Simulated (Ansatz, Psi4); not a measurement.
## Heat of formation of C2H3O (acetyl radical) from total energies

C2H3O: 6 atoms, total charge 0, spin state doublet. As SMILES, `C[C]=O`. The shape is that of a PBE0-D4/def2-TZVP optimisation.

```xyz
6

C    -0.1506    0.3609   -0.2462
C    -0.0953   -0.9378    0.4969
O     0.8118   -1.4398    1.0509
H    -0.9297    0.9838    0.1969
H     0.8141    0.8757   -0.2224
H    -0.4502    0.1571   -1.2761
```

Total energies at UTPSSh/def2-TZVP (Psi4 1.11); the atoms run unrestricted:

| species | state | energy (Eh) |
| --- | --- | --- |
| C2H3O | doublet | -153.249809 |
| C | triplet | -37.861956 |
| O | triplet | -75.099343 |
| H | doublet | -0.499853 |

Harmonic wavenumbers at UPBE0-D4/def2-TZVP, in cm⁻¹: 115, 471, 882, 947, 1055, 1348, 1444, 1447, 1963, 3041, 3140, 3146.

Measured heats of formation of the gaseous atoms at 298.15 K, in kJ/mol: C 716.9, O 249.2, H 218.0. Spin-orbit lowering of the atoms at 298 K (mean of the ground term's levels less their thermal mean, from spectra), in kJ/mol: C 0.02, O 0.40. Take 1 Eh = 2625.50 kJ/mol, 1 cm⁻¹ = 0.0119627 kJ/mol, RT = 2.479 kJ/mol.

What heat of formation follows?


1. Electronic atomisation energy: 2 × (-37.861956) + (-75.099343) + 3 × (-0.499853) − (-153.249809) = 0.926995 Eh = 2433.8 kJ/mol.
2. Zero-point energy: half the sum of the wavenumbers, 9499.5 cm⁻¹ = 113.6 kJ/mol.
3. Thermal vibrational enthalpy, Σ hcν̃/(exp(hcν̃/kT) − 1): 2.9 kJ/mol. Translation, rotation and pV of a non-linear molecule: 4 RT = 9.9 kJ/mol.
4. The 6 free atoms carry 5/2 RT each: 37.2 kJ/mol.
5. Spin-orbit coupling lowers the free atoms by 2 × 0.02 + 0.40 = 0.4 kJ/mol.
6. Atomisation enthalpy at 298 K: 2433.8 − 0.4 − 113.6 − 2.9 − 9.9 + 37.2 = 2344.2 kJ/mol.
7. Sum of the atoms' heats of formation: 2337.0 kJ/mol. Heat of formation: 2337.0 − 2344.2 = -7.2 kJ/mol.

The tabulated value is -9.7 kJ/mol (Active Thermochemical Tables), so this level is off by +2.5 kJ/mol, or 0.1 % of the atomisation enthalpy that the table implies (2346.7 kJ/mol). Anharmonicity and any spin-orbit splitting of the molecule are left out.
